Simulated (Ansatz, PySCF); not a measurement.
This PySCF input computes a CCSD(T)/cc-pVDZ energy:

```python
from pyscf import gto, scf, mp, cc as ccmod

mol = gto.M(
    atom='''
    N     0.00456047    0.00186225    0.14178543
    H    -0.02755881    0.79955398   -0.50646319
    H    -0.00436445   -0.81258975   -0.48603483
    ''',
    basis='cc-pvdz',
    charge=0,
    spin=1,
    verbose=4,
)

mf = scf.UHF(mol)
mf.conv_tol = 1e-10
mf.max_cycle = 100
mf.kernel()
mo, _, stable, _ = mf.stability(return_status=True)
if not stable:
    mf.kernel(mf.make_rdm1(mo, mf.mo_occ))
mp2 = mp.MP2(mf, frozen=1).run()
cc = ccmod.CCSD(mf, frozen=1)
cc.max_cycle = 100
cc.kernel()
et = cc.ccsd_t()
print(f'E(CCSD(T)) = {cc.e_tot + et:.9f}')
```

Write an input for the same energy in Ansatz (a program for electronic structure) and say what it gives.


Ansatz 0.2 input:
```yaml
crystal:
  periodic: [false, false, false]
  atoms:
    - {symbol: N, position_ang: [0.00456047, 0.00186225, 0.14178543]}
    - {symbol: H, position_ang: [-0.02755881, 0.79955398, -0.50646319]}
    - {symbol: H, position_ang: [-0.00436445, -0.81258975, -0.48603483]}
basis:
  gaussian:
    orbitals: cc-pVDZ
magnetization: {spin_polarized: true, initial_magnetization: 1}
correlation: {method: ccsd_t, electrons: outside_noble_gas}
```
It gives -55.73272 Eh, and PySCF -55.73272 Eh, a difference of 0.00 mEh.
